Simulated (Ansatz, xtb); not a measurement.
Two isomers of C5H12S

Structure a is `CCC(C)(C)S`, a singlet and structure b is `CC(C)CCS`, a singlet. Both are isolated molecules in the gas phase, relaxed with B3LYP/def2-SVP; each stands in its lowest conformer found.

Estimate E(b) − E(a) at the level CCSD(T)/def2-SVP + ΔMP2/def2-TZVPP.

Calculated at CCSD(T)/def2-SVP + ΔMP2/def2-TZVPP: E(b) − E(a) = +2.7 kcal/mol, so structure a lies lower.

How the difference moves with the method:

| level | geometry | E(b) − E(a) (kcal/mol) | departure from the last row (kcal/mol) | job, with rough time for the two |
| --- | --- | --- | --- | --- |
| GFN2-xTB | GFN2-xTB | +1.9 | −0.8 | optimisation, 0.19 s |
| HF/STO-3G | GFN2-xTB | −1.3 | −4.0 | single point, 0.44 s |
| r2SCAN-D4/def2-SVP | GFN2-xTB | +2.9 | +0.2 | single point, 2.9 s |
| B3LYP/def2-SVP | B3LYP/def2-SVP | +0.6 | −2.1 | optimisation, 37 s |
| HF/def2-SVP | B3LYP/def2-SVP | +0.4 | −2.3 | part of the CCSD(T) run |
| MP2/def2-SVP | B3LYP/def2-SVP | +3.8 | +1.1 | part of the CCSD(T) run |
| CCSD(T)/def2-SVP | B3LYP/def2-SVP | +3.1 | +0.5 | single point |
| CCSD(T)/def2-SVP + ΔMP2/def2-TZVPP | B3LYP/def2-SVP | +2.7 |  | single point, 52 s |

As drawn, both hold the same kinds of bond in the same numbers. Structure a has 3 methyl groups, b 2.

HF/STO-3G puts the two in the other order. HF/def2-SVP finds them nearly level. The largest departure from CCSD(T)/def2-SVP + ΔMP2/def2-TZVPP is that of HF/STO-3G, 4.0 kcal/mol. The last row adds to CCSD(T) the change of the MP2 difference between the two basis sets, here −0.5 kcal/mol.

With thermal terms from frequencies at re-optimised GFN2-xTB minima (ideal gas, soft modes damped towards free rotors, one conformer each, 298.15 K, 1 atm): the zero-point term adds +0.5 kcal/mol; ΔH is +3.0 and ΔG +2.8 kcal/mol.

Tabulated enthalpies of formation at 298 K are −127.1 kJ/mol for a (CRC Handbook of Chemistry and Physics) and −114.9 kJ/mol for b (CRC Handbook of Chemistry and Physics), a difference of +2.9 kcal/mol. Calculated less tabulated ΔH, with the same thermal term: GFN2-xTB −0.7, HF/STO-3G −3.9, r2SCAN-D4/def2-SVP +0.3, B3LYP/def2-SVP −2.0, HF/def2-SVP −2.2, MP2/def2-SVP +1.2, CCSD(T)/def2-SVP +0.6, CCSD(T)/def2-SVP + ΔMP2/def2-TZVPP +0.1 kcal/mol. Handbook values carry no stated uncertainty.

The correlated steps freeze 10 core orbitals. Codes used: Ansatz 0.2.0, xtb 6.7.1; the last row on 4 threads of Intel(R) Xeon(R) Platinum 8488C (Sapphire Rapids) on a shared host.
